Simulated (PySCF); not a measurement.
Ionisation energies (eV) were calculated with PySCF 2.14 by PBE0, MP2 (valence), PBE, in another order, as differences of total energies without spin-orbit coupling. The measured values are between term centres (NIST).

```tsv
species	measured	A	B	C
Be (def2-QZVPPD, non-relativistic)	9.323	8.996	8.807	8.971
C (def2-QZVPPD, non-relativistic)	11.262	11.537	11.279	11.512
Al⁺ (def2-QZVPPD, non-relativistic)	18.829	18.758	18.321	18.653
Ag (def2-QZVPPD with the def2 core potential (28 electrons), ECP)	7.576	8.026	7.461	7.693
I⁺ (def2-QZVPPD with the def2 core potential (28 electrons), ECP)	18.750	18.732	18.423	18.749
I (def2-QZVPPD with the def2 core potential (28 electrons), ECP)	10.519	10.510	10.384	10.534
W (def2-QZVPPD with the def2 core potential (60 electrons), ECP)	7.825	7.475	7.206	7.271
Au (def2-QZVPPD with the def2 core potential (60 electrons), ECP)	9.226	9.533	9.136	9.216
```

Problem. Which column is which method?

Solution. A is PBE (mean error 0.03 eV); B is MP2 (valence) (mean error -0.29 eV); C is PBE0 (mean error -0.09 eV). PBE, with gradient corrections, lies close to experiment on average, with errors of both signs. Valence MP2 in a finite basis recovers only part of the missing correlation, so it stays below experiment on average. PBE0, with a quarter of exact exchange, lies close to experiment on average.
